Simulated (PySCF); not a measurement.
Atom-mapped SMILES (the numbers label the heavy atoms): `[N:1]#[C:2][C:3]([F:4])([F:5])[F:6]`.

[PySCF 2.14.0 with density-fitted response routines: shieldings: GIAO PBE0/pcSseg-1; coordinates at the GFN2-xTB level; no solvent; one computed conformer; relativity neglected; rapidly exchanging positions averaged]

Shifts are taken against calculated references (same method and geometry level): TMS for $^{13}$C (σ = 186.93 ppm); $^{15}$N (σ = 267.73 ppm) vs NH3; $^{19}$F (σ = 170.95 ppm) against CFCl3.

```json
{"atoms": "C2", "nucleus": "$^{13}$C", "count": "1", "Hirshfeld charge": "0.07", "δ (ppm)": "?"}
{"atoms": "N1", "nucleus": "$^{15}$N", "count": "1", "Hirshfeld charge": "-0.14", "δ (ppm)": "314.8"}
{"atoms": "F4/F5/F6", "nucleus": "$^{19}$F", "count": "3", "Hirshfeld charge": "-0.07", "δ (ppm)": "-65.1"}
{"atoms": "C3", "nucleus": "$^{13}$C", "count": "1", "Hirshfeld charge": "0.29", "δ (ppm)": "?"}
```

Problem. Fill in the missing shifts.

Solution. 
- C3: 118.9 ppm, CF3 carbon; 3 electronegative neighbours deshield it
- C2: 112.6 ppm, nitrile carbon; typical of a nitrile

Shifts are as computed. Against solution values, carbons near 30 ppm lie about +3 ppm off and those near 130 ppm about +5 ppm. Of 1211 compounds with measured shifts, 218 miss one by over three times the rms of a fit or turn the order of signals round; such compounds aren't used in these exercises. Unscaled 19F shifts against computed CFCl3 carry errors that often reach 10 to 50 ppm. Experimental scales use liquid or dissolved standards, which lie at an offset from isolated NH3 (liquid NH3: subtract about 20 ppm). Unscaled 15N shifts of sp2 nitrogen come out 20 to 40 ppm too high even then.
